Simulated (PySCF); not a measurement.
**Static response to an electric field**

Compound: 2-methyl-1-butene, C5H10.
SMILES with atom numbers: `[CH2:1]=[C:2]([CH3:3])[CH2:4][CH3:5]` (hydrogens: H6, H7 on C1; H8, H9, H10 on C3; H11, H12 on C4; H13, H14, H15 on C5)

Structure used (GFN2-xTB), in Å, numbered top down from 1:
```
atom  x, y, z in Å
C1    -1.380    0.932    0.616
C2    -0.660    0.226   -0.240
C3    -1.166   -1.043   -0.854
C4     0.728    0.645   -0.645
C5     1.799   -0.183    0.067
H6    -2.368    0.627    0.918
H7    -1.012    1.845    1.053
H8    -0.517   -1.878   -0.594
H9    -2.173   -1.268   -0.513
H10   -1.176   -0.958   -1.941
H11    0.844    0.525   -1.725
H12    0.876    1.699   -0.402
H13    2.791    0.167   -0.208
H14    1.721   -1.233   -0.204
H15    1.686   -0.096    1.145
```

Level: B3LYP/def2-SVPD (PySCF), static field, nuclei fixed, core orbitals frozen in the response. The polarisability tensor in these axes (au):

```
x   68.96 -2.61 -5.07
y   -2.61 61.38  7.27
z   -5.07  7.27 58.87
```

**Question.** Diagonalise the tensor; give its mean and Δα, where Δα² is half the sum of the squared differences of the eigenvalues.

**Answer.** Principal values 52.42, 63.11 and 73.67 au; mean 63.07 au = 9.35 Å³ = 10.40 × 10⁻⁴⁰ C²·m²/J; Δα = 18.41 au (29 % of the mean).

**Question.** What is the dipole moment, and where does it point?

**Answer.** (0.34, -0.28, -0.32) D, 0.54 D in size, pointing from the negative to the positive side. Measured along this direction, the outermost atoms are H6 at the negative end and H14 and H13 at the positive end.

**Question.** Orientational against electronic polarisability at 350 K (dilute gas, rigid molecules)?

**Answer.** In Gaussian units μ²/3kT = 2.04 Å³ against 9.35 Å³, a ratio of 0.22; the Debye molar polarisation (4π/3)N_A(α + μ²/3kT) is 28.7 cm³/mol, leaving out the vibrational part.

**Question.** Form Σ f/ω² (atomic units) for the 8 lowest TDDFT singlets, given as eV and f, and set it beside the mean polarisability, which is this sum over all singlets: 6.43, 0.0270; 7.05, 0.2843; 7.31, 0.0152; 7.38, 0.0359; 7.73, 0.0867; 7.87, 0.0027; 8.26, 0.0060; 8.37, 0.0243.

**Answer.** They add up to 6.85 au, 10.9 % of the 63.07 au; the largest single term is 4.24 au, from the state at 7.05 eV. Terms in order: 0.48, 4.24, 0.21, 0.49, 1.08, 0.03, 0.06, 0.26 au. Higher excitations give the rest. The strengths listed sum to 0.482.

**Question.** Rayleigh depolarisation ratio (linearly polarised light, static tensor)?

**Answer.** ρ = 3Δα²/(45ᾱ² + 4Δα²) = 1016.3/(178999 + 1355.1) = 0.00564.

The structure is a single GFN2-xTB conformer in the gas phase; no vibrational or solvent corrections.

These values come from a run that also computed excited states. The run took 15 s of wall time on Arm Neoverse V2, one thread, no GPU, on a shared host.
